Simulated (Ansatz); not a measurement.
# 2H WSe2

Computed with HSE06-D3(BJ) (PAW; Ansatz, a program for electronic structure).

Cell: relaxed with PBE-D3(BJ): a = 3.279 Å, b = 3.279 Å, c = 12.786 Å, α = 90.00°, β = 90.00°, γ = 120.00°.

```json
{
 "interlayer_binding_energy": "54.6 meV/Å²"
}
```

Spin–orbit coupling is not included.

The computed numbers hold no vibrational or temperature effects.
